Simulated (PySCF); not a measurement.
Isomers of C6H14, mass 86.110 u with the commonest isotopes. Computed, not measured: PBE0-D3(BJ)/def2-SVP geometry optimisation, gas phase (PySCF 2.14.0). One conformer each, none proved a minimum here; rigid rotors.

Task: Order these by rotational constant C, smallest first.
A. `[CH3:1][CH2:2][CH2:3][CH2:4][CH2:5][CH3:6]` with C1–C2–C3–C4 180°, C2–C3–C4–C5 180°, C3–C4–C5–C6 180°
B. 2,2-dimethylbutane, `C(C(C)(C)C)C`
C. `[CH3:1][CH2:2][CH2:3][CH:4]([CH3:5])[CH3:6]` with C1–C2–C3–C4 -176°, C2–C3–C4–C5 174°
D. `[CH3:1][CH:2]([CH3:3])[CH:4]([CH3:5])[CH3:6]` with C1–C2–C4–C5 65°

Result: A (1100 MHz), C (1475 MHz), D (2226 MHz), B (2496 MHz).

Task: Order these by radius of gyration √(Σ m r²/M), largest first.
A. 2,2-dimethylbutane (`CCC(C)(C)C`)
B. `[CH3:1][CH:2]([CH3:3])[CH:4]([CH3:5])[CH3:6]` with C1–C2–C4–C5 65° (2,3-dimethylbutane)
C. `[CH3:1][CH2:2][CH2:3][CH:4]([CH3:5])[CH3:6]` with C1–C2–C3–C4 -176°, C2–C3–C4–C5 174°
D. `[CH3:1][CH2:2][CH2:3][CH2:4][CH2:5][CH3:6]` with C1–C2–C3–C4 180°, C2–C3–C4–C5 180°, C3–C4–C5–C6 180°

Result: D (2.334 Å), C (2.034 Å), B (1.773 Å), A (1.740 Å).

Task: Order these by rotational constant B, largest first.
A. `[CH3:1][CH:2]([CH3:3])[CH:4]([CH3:5])[CH3:6]` with C1–C2–C4–C5 65° (2,3-dimethylbutane)
B. `[CH3:1][CH2:2][CH2:3][CH2:4][CH2:5][CH3:6]` with C1–C2–C3–C4 180°, C2–C3–C4–C5 180°, C3–C4–C5–C6 180° (hexane)
C. `[CH3:1][CH2:2][CH2:3][CH:4]([CH3:5])[CH3:6]` with C1–C2–C3–C4 -176°, C2–C3–C4–C5 174°
D. 2,2-dimethylbutane, `CCC(C)(C)C`

Result: A (2591 MHz), D (2504 MHz), C (1718 MHz), B (1139 MHz).

```
    SMILES  point group  Ia (u·Å²)  Ib (u·Å²)  Ic (u·Å²)      κ  μa (D)  μb (D)  μc (D)
CCC(C)(C)C           Cs     117.37     201.81     202.49  -0.99    0.05    0.01    0.00
    CCCCCC          C2h      34.50     443.82     459.49  -0.99    0.00    0.00    0.00
CC(C)C(C)C           C2     118.95     195.08     227.06  -0.64    0.00    0.00    0.09
  CCCC(C)C           C1      76.01     294.23     342.56  -0.91    0.02    0.04    0.08
```
